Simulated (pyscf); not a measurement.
# Four-centre exchange: InH [singlet] + HF -> F–In [singlet] + H₂

Gas phase, singlet surface, charge 0. Bonds broken: In1–H2, F3–H4. Bonds formed: In1–F3, H2–H4. Structures and frequencies: ωB97X-D3(BJ)/def2-SVP in PySCF.

Transition state (Å):

```xyz
4

In     0.2115    -0.4056     0.6400
H     -1.8228     0.2243     0.6047
F     -1.3072    -1.1394    -0.9847
H     -1.7822    -0.4475    -0.2710
```

One imaginary mode, 707i cm⁻¹; descent along it reached the two sides named, in the forms told below.

| bond | change | reactant side (Å) | saddle | product side |
|---|---|---|---|---|
| In1–H2 | breaks | 1.953 | 2.130 | 3.9 |
| F3–H4 | breaks | 0.966 | 1.102 | 2.241 |
| In1–F3 | forms | 2.6 | 2.342 | 2.003 |
| H2–H4 | forms | 1.457 | 1.104 | 0.763 |

Electronic energies relative to the separated reactants (eV):

```tsv
level	barrier	reaction energy	reverse barrier
ωB97X-D3(BJ)/def2-TZVP	-0.39	-1.56	1.17
PBE/def2-TZVP	-0.60	-1.61	1.00
r²SCAN/def2-TZVP	-0.57	-1.65	1.08
B3LYP-D3(BJ)/def2-TZVP	-0.44	-1.60	1.15
PBE0-D3(BJ)/def2-TZVP	-0.43	-1.47	1.04
M06-2X/def2-TZVP	-0.38	-1.61	1.23
ωB97M-D3(BJ)/def2-TZVP	-0.32	-1.49	1.17
HF/def2-TZVP	0.28	-1.30	1.58
```

With ωB97M-D3(BJ)/def2-TZVP energies and thermal terms (ideal gas, 1 atm, RRHO with modes under 100 cm⁻¹ raised to 100, one conformer, R ln 2 for chiral ones without a mode under 150 cm⁻¹), in eV:

```tsv
T (K)	ΔH‡	ΔG‡	ΔH	ΔG
298	-0.38	-0.03	-1.53	-1.48
600	-0.41	0.34	-1.52	-1.44
900	-0.42	0.72	-1.51	-1.41
1200	-0.42	1.10	-1.50	-1.38
```

On the reactant side the descent ends in a bound adduct, 0.47 eV under the separated species and 0.08 eV under the saddle at ωB97X-D3(BJ)/def2-TZVP. At ωB97X-D3(BJ)/def2-TZVP, B3LYP-D3(BJ), PBE0-D3(BJ), M06-2X, ωB97M-D3(BJ) the saddle lies under the separated reactants, which points to a path from their complex (located at ωB97X-D3(BJ) alone). At PBE, r²SCAN this geometry lies under the reactants; that is no barrier but a single point on another level's saddle; such a level's own saddle, if it has one, lies nearer that side and is low. At the saddle there is also a short H–In contact that neither side keeps. This is the saddle that the search found; another between the same sides may lie lower. Elements past Kr carry the def2 core potentials, without spin-orbit coupling.
